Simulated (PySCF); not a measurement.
## First-order multiplets

Molfile (atoms numbered from 1):
```
C2H3F
     RDKit          3D

  6  5  0  0  0  0  0  0  0  0999 V2000
   -0.3475   -0.1273    0.5993 C   0  0  0  0  0  0  0  0  0  0  0  0
    0.3142    0.1725   -0.5098 C   0  0  0  0  0  0  0  0  0  0  0  0
    0.5531   -0.7154   -1.4694 F   0  0  0  0  0  0  0  0  0  0  0  0
   -0.7307   -1.1347    0.7743 H   0  0  0  0  0  0  0  0  0  0  0  0
   -0.5129    0.6445    1.3515 H   0  0  0  0  0  0  0  0  0  0  0  0
    0.7238    1.1603   -0.7459 H   0  0  0  0  0  0  0  0  0  0  0  0
  1  2  2  0
  2  3  1  0
  1  4  1  0
  1  5  1  0
  2  6  1  0
M  END
```

PySCF calculation with J couplings at B3LYP/pcJ-1, PBE0-D3(BJ)/def2-SVP geometry and NMR shieldings at PBE0/pcSseg-1/GIAO; single conformer, non-relativistic Hamiltonian, isolated molecule.

δ = σ(ref) − σ, references computed at the same level: ¹⁹F vs CFCl3; ¹H vs TMS.

Spectrometer: 400 MHz for ¹H. First-order analysis; couplings under 1 Hz (under 4 Hz in carbon signals) are ignored, and nearly equal couplings are merged; the smaller ones broaden or split the lines further.

(1) What pattern does F3 show (¹⁹F)?

(2) What pattern does H6 show (¹H)?

(3) What pattern does H4 show (¹H)?

(4) What pattern does H5 show (¹H)?

Answers

(1) A doublet of doublets of doublets at δ -99.3: 89.9 Hz to H6 (1 × ¹H, 2 bonds away), 46.7 Hz to H5 (1 × ¹H, 3 bonds away), 16.9 Hz to H4 (1 × ¹H, 3 bonds away). Lines in Hz from the centre (relative intensity): +76.8 (1), +59.9 (1), +30.1 (1), +13.2 (1), -13.2 (1), -30.1 (1), -59.9 (1), -76.8 (1). The outer lines are 153.5 Hz apart, the sum of the couplings kept, or 0.408 ppm at this field.

(2) A doublet of doublets of doublets at δ 6.74: 89.9 Hz to F3 (1 × ¹⁹F, 2 bonds away), 14.2 Hz to H4 (1 × ¹H, 3 bonds away), 5.6 Hz to H5 (1 × ¹H, 3 bonds away). Lines in Hz from the centre (relative intensity): +54.9 (1), +49.2 (1), +40.6 (1), +35.0 (1), -35.0 (1), -40.6 (1), -49.2 (1), -54.9 (1). The outer lines are 109.7 Hz apart, the sum of the couplings kept, or 0.274 ppm at this field.

(3) A doublet of doublets of doublets at δ 5.03: 16.9 Hz to F3 (1 × ¹⁹F, 3 bonds away), 14.2 Hz to H6 (1 × ¹H, 3 bonds away), 2.3 Hz to H5 (1 × ¹H, 2 bonds away). Lines in Hz from the centre (relative intensity): +16.7 (1), +14.4 (1), +2.5 (1), +0.2 (1), -0.2 (1), -2.5 (1), -14.4 (1), -16.7 (1). The outer lines are 33.4 Hz apart, the sum of the couplings kept, or 0.083 ppm at this field.

(4) A doublet of doublets of doublets at δ 4.59: 46.7 Hz to F3 (1 × ¹⁹F, 3 bonds away), 5.6 Hz to H6 (1 × ¹H, 3 bonds away), 2.3 Hz to H4 (1 × ¹H, 2 bonds away). Lines in Hz from the centre (relative intensity): +27.3 (1), +25.0 (1), +21.7 (1), +19.4 (1), -19.4 (1), -21.7 (1), -25.0 (1), -27.3 (1). The outer lines are 54.6 Hz apart, the sum of the couplings kept, or 0.137 ppm at this field.

Unscaled 3J(H,H) at this level run about 9 % above measured values.
